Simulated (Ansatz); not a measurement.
fcc Pt, treated with PBE in Ansatz (plane waves, PAW).

Numerical settings: plane-wave cutoff 520 eV, 28×28×28 k mesh, Fermi–Dirac smearing 0.048 eV (set by the program), scalar-relativistic PAW data made under PBE.

Computed at the level's own relaxed cell.

Hill averages of the elastic tensor: K = 247.9 GPa, G = 53.6 GPa. Volume 15.644 Å³/atom, mean atomic mass 195.084 u.

Problem. Work out the density, the sound velocities of a polycrystal and the elastic Debye temperature at this level.

Solution. ρ = 1.66054 × 195.084/15.644 = 20.707 g/cm³. v_l = √[(K + 4G/3)/ρ] = 3.927 km/s and v_t = √(G/ρ) = 1.609 km/s. The mean follows from 3/v_m³ = 1/v_l³ + 2/v_t³: v_m = 1.821 km/s. Θ_D = (ħ/k_B) v_m (6π²/V)^(1/3) = 76.38 K Å s/km × 1.821 × 1.5585 Å⁻¹ = 217 K, counting all atoms of the cell.

Ansatz is a program for electronic structure.
